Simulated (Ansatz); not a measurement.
Results of PBEsol (plane waves, PAW; Ansatz, a program for electronic structure) for GaS (P6₃/mmc, No. 194).

From the output:

```
Relaxation: its limit of steps is 80 (relax.max_steps)
Crystal: 8 atoms, lattice volume = 173.099 Å³
Basis set: ecut = 520 eV, 4751 PW (Γ), exchange–correlation on 54×54×240 points (8 copies of the dense FFT grid, shifted against one another)
Bands: 46, of which v1, the nominal top of the filled ones, is band 38 counted from 1 (37 counted from 0)
Symmetry: 24 space group operations
Space group: P63/mmc (ITA 194), of the structure as read, at distance tolerance 5.6e-5 Å
k-points: 57 of 576
Initial density: superposition of atomic densities (chi_scale 0.1, normalization cell, long waves kept (reshape's long-wave potential 0.62 eV rms))
Functional: x = pbesol(κ = 0.804, μ = 0.12345679012345678), c = pbesol(β = 0.046)
SCF iter   1: F=—  HF=-18520.148884 eV  |F-HF|=—  |Δ(HF+E_count)|=         —  Δρ=5.10e-2  dr2=1.13e1
SCF iter   2: F=—  HF=-18518.002035 eV  |F-HF|=—  |Δ(HF+E_count)|=    2.15e0  Δρ=2.32e-2  dr2=9.64e-1
  ...
SCF 1 converged in 9 iterations: F = -18517.665785 eV  dr2 = 3.32e-8
Crystal: 8 atoms, lattice volume = 173.099 Å³
Basis set: ecut = 520 eV, 4739 PW (Γ), exchange–correlation on 54×54×240 points (8 copies of the dense FFT grid, shifted against one another)
  ...
Crystal: 8 atoms, lattice volume = 173.099 Å³
Basis set: ecut = 520 eV, 4703 PW (Γ), exchange–correlation on 54×54×240 points (8 copies of the dense FFT grid, shifted against one another)
SCF 3 converged in 6 iterations: F = -18517.678623 eV  dr2 = 2.81e-8
Crystal: 8 atoms, lattice volume = 173.099 Å³
SCF 4 converged in 4 iterations: F = -18517.678627 eV  dr2 = 1.95e-9
Crystal: 8 atoms, lattice volume = 173.099 Å³
SCF iter   5: F=—  HF=-18517.678631 eV  |F-HF|=—  |Δ(HF+E_count)|=   2.36e-8  Δρ=2.48e-7  dr2=7.93e-11
SCF iter   6: F=-18517.678631 eV  HF=-18517.678631 eV  |F-HF|=8.73e-11  |Δ(HF+E_count)|=  2.55e-11  Δρ=1.05e-7  dr2=1.24e-11
SCF 5 converged in 6 iterations: F = -18517.678631 eV  dr2 = 1.24e-11
SCF converged after 6 iterations
Free energy (F): -18517.678631 eV
Internal energy: -18517.678631 eV  (E = F + TS)
E sigma→0 (E₀):  -18517.678631 eV
Fermi energy:    6.876138 eV
--- Stress (GPa, compression-positive) ---
        0.287483       0.000000       0.000000
        0.000000       0.287483       0.000000
        0.000000       0.000000       0.283275
  P = ⅓ Tr σ = 0.2861 GPa (2.861 kbar)
```

Question: Write an input file that could have produced this run (the log leaves some choices open).

Answer: This is not unique; one that fits is 
Ansatz 0.2 input:
```yaml
crystal:
  lattice:
    - [3.5446758951, 0.0, 0.0]
    - [-1.7723379475, 3.0697793733, 0.0]
    - [0.0, 0.0, 15.9078062427]
  atoms:
    - { symbol: Ga, position: [0.3333333333, 0.6666666667, 0.1739109628] }
    - { symbol: Ga, position: [0.6666666667, 0.3333333333, 0.6739109628] }
    - { symbol: Ga, position: [0.3333333333, 0.6666666667, 0.3260890372] }
    - { symbol: Ga, position: [0.6666666667, 0.3333333333, 0.8260890372] }
    - { symbol: S, position: [0.3333333333, 0.6666666667, 0.606068631] }
    - { symbol: S, position: [0.6666666667, 0.3333333333, 0.106068631] }
    - { symbol: S, position: [0.3333333333, 0.6666666667, 0.893931369] }
    - { symbol: S, position: [0.6666666667, 0.3333333333, 0.393931369] }
basis:
  ecutwfc: 520
  ecutrho_ratio: 4
  xc_grid: 2
kpoints:
  mp_grid: { grid: [12, 12, 4] }
hamiltonian:
  xc: pbesol
  dispersion: none
  pseudopotentials: { azcp: { folder: ./paw }, kind: paw }
scf:
  occupations: { method: fermi_dirac, width: 0.01 }
output:
  forces: true
  stress: true
  eigenvalues: true
relax:
  f_tol: 0.004
  escape_saddle: false
  max_steps: 80
  cell: { stress_tol: 0.02, fix: [volume] }
```

The cell is one volume of an energy–volume scan, off the minimum.

The PAW data were made under PBE.

Note: the cell comes from a level without a dispersion term, which matters for the spacing of layers, chains or molecules. Note: the cell has widely spaced layers and the level no dispersion term, so their spacing and the moduli can rest on weak binding.

The result took very roughly 4 core-minutes.
